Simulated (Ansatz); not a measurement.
Consider the formal hydrolysis of the Si–Al bond: `[AlH2][SiH2]S` + H₂O → `O[SiH2]S` + `[AlH3]`.

Program: Ansatz. Geometries: PBE0-D4/def2-TZVP. ΔE: electronic, gas phase. CCSD(T)/CBS adds triple-zeta CCSD(T) − MP2 to the extrapolated MP2 energy (def2 sets, frozen cores). This one scheme is used for every species. DFT in def2-TZVPP. B3LYP here is the variant with VWN-RPA as its local correlation; programs differ in this. Each species was taken in one conformer, which may not be the lowest.

```json
{"level": "revPBE-D4", "ΔE (kJ/mol)": "-76.0", "difference from CCSD(T)/CBS": "15.6"}
{"level": "BLYP-D4", "ΔE (kJ/mol)": "-93.8", "difference from CCSD(T)/CBS": "-2.2"}
{"level": "B3LYP-D4", "ΔE (kJ/mol)": "-96.2", "difference from CCSD(T)/CBS": "-4.6"}
{"level": "r2SCANh-D4", "ΔE (kJ/mol)": "-93.6", "difference from CCSD(T)/CBS": "-2.0"}
{"level": "r2SCAN0-D4", "ΔE (kJ/mol)": "-93.8", "difference from CCSD(T)/CBS": "-2.2"}
{"level": "ωB97X-V", "ΔE (kJ/mol)": "-96.5", "difference from CCSD(T)/CBS": "-4.9"}
{"level": "B3LYP", "ΔE (kJ/mol)": "-99.0", "difference from CCSD(T)/CBS": "-7.4"}
{"level": "HF/def2-SVP", "ΔE (kJ/mol)": "-104.1", "difference from CCSD(T)/CBS": "-12.5"}
{"level": "CCSD/def2-SVP", "ΔE (kJ/mol)": "-91.2", "difference from CCSD(T)/CBS": "0.4"}
{"level": "CCSD(T)/def2-SVP", "ΔE (kJ/mol)": "-90.1", "difference from CCSD(T)/CBS": "1.5"}
{"level": "CCSD(T)/CBS", "ΔE (kJ/mol)": "-91.6", "difference from CCSD(T)/CBS": "0"}
```

Largest T1 diagnostic among the species: 0.012.

From PBE to PBE0 (25 % exact exchange), in def2-TZVPP and without D4, ΔE moves by −4.5 kJ/mol. Leaving LDA and LC-ωPBE aside and taking each functional with its dispersion term where it has one, the values, not all of them listed here, spread over 32.0 kJ/mol, from B97M-V to PBE-D4. LDA lies −5.9 kJ/mol from PBE without D4. In def2-TZVPP, CCSD(T) changes the Hartree–Fock value by +22.2 kJ/mol (the triples alone add +2.3 kJ/mol) and MP2 by +13.8 kJ/mol.
